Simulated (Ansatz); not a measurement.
## Worked example: correlation energy of HAlSi, singlet

Geometry: a PBE0/def2-TZVP stationary point for this spin, not checked as a minimum. The triplet lies 0.6 eV lower here.

```yaml
atoms:
  - { symbol: Si, position_ang: [0.0000, 0.0000, 2.1008] }
  - { symbol: Al, position_ang: [0.0000, 0.0000, -0.2530] }
  - { symbol: H, position_ang: [0.0000, 0.0000, -1.8478] }
```

Basis 6-31G; Ansatz 0.2.0. Correlated methods freeze the noble-gas cores, which leaves 8 electrons in 18 orbitals. R marks a restricted (for open shells ROHF) determinant.

Full CI is exact within this basis and frozen core; it isn't the basis-set limit.

The determinant fills πx and πy unequally, so it is a mixture of Σ and Δ, which weighs on every level built on one determinant.

Runs differ by some tens of microhartree through their thresholds, so steps under 0.03 kcal/mol mean nothing.

```json
{"level": "RHF", "total energy (hartree)": "-531.246077"}
{"level": "RMP2", "total energy (hartree)": "-531.318363"}
{"level": "RCCSD", "total energy (hartree)": "-531.344609"}
{"level": "RCCSD(T)", "total energy (hartree)": "-531.347723"}
{"level": "RCCSDT*", "total energy (hartree)": "-531.349937"}
{"level": "RCCSDT(Q)*", "total energy (hartree)": "-531.351400"}
{"level": "RCCSDTQ*", "total energy (hartree)": "-531.351695"}
{"level": "full CI", "total energy (hartree)": "-531.351781"}
```

**Question.** What is the correlation energy at full CI, and what share of it do RMP2 and RCCSDTQ recover?

**Answer.** E(corr) = -531.351781 − (-531.246077) = -0.105704 hartree = -2.876 eV. RMP2: -0.072286 / -0.105704 = 68.39 %. RCCSDTQ: -0.105618 / -0.105704 = 99.92 %.

**Question.** By how many kcal/mol does RCCSD(T) miss full CI (1 hartree = 627.509 kcal/mol), and which steps make up the rest?

**Answer.** -531.347723 − (-531.351781) = 0.004058 hartree = 2.55 kcal/mol. Steps: RCCSDT − RCCSD(T) = -1.39, RCCSDT(Q) − RCCSDT = -0.92, RCCSDTQ − RCCSDT(Q) = -0.19, full CI − RCCSDTQ = -0.05 kcal/mol. With more than one leading determinant such errors change with state and geometry, and needn't cancel in differences.

An asterisk marks runs whose energy the program itself flagged as in doubt.
